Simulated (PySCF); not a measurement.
Geometry (Å), atoms numbered from 1 in this order:
```xyz
8

O    -0.0377   -0.1201    1.7746
P    -0.1027   -0.0475    0.3233
O    -0.5223    1.3311   -0.3407
O     1.2817   -0.3506   -0.4129
O    -1.1598   -1.0311   -0.3154
H    -0.0646    2.0830    0.0488
H     1.8514   -0.8877    0.1482
H    -1.1981   -0.9958   -1.2768
```

Geometry: PBE0-D3(BJ)/def2-TZVP; GIAO absolute shieldings from PySCF 2.14.0 with density-fitted response routines, gas phase, non-relativistic, averaged over equivalent atoms.

At B97-2/pcSseg-2 (229 basis functions, 32 s wall time on 1 thread of an Arm Neoverse N1, shared host):
| atoms | σ (ppm) |
| --- | --- |
| O1 | 200.2 |
| O3/O4/O5 | 228.7 |
| P2 | 317.2 |
| H6/H7/H8 | 28.31 |

Estimate the result of repeating the calculation with wB97X-D/pcSseg-2.

## Answers


```
   atoms  σ at wB97X-D/pcSseg-2  change
      O1                  199.6    -0.6
O3/O4/O5                  227.7    -1.0
      P2                  307.1   -10.1
H6/H7/H8                  28.24   -0.07
```

The largest change is at P2 (phosphorus bonded to 4 O). Cost: 229 basis functions, 40 s wall time on 1 thread of an Arm Neoverse N1, shared host.
